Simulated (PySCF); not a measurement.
Z-matrix (Å, degrees):
```
C
O 1 1.2262
H 1 1.1060 2 120.21
C 1 1.4203 3 116.76 2 180.00
H 4 1.0833 1 121.14 3 0.00
H 4 1.0835 5 119.64 1 180.00
```
Charge 0, spin multiplicity 2.

### Question
Give the total energy, dipole moment and highest occupied spin orbital at the level TPSSh-D3(BJ)/def2-TZVP // PBE0-D3(BJ)/def2-TZVP (PySCF).

### Answer

```yaml
total_energy: -153.2440 Ha
dipole_moment: 2.88 D
highest_occupied_spin_orbital: -6.70 eV
```
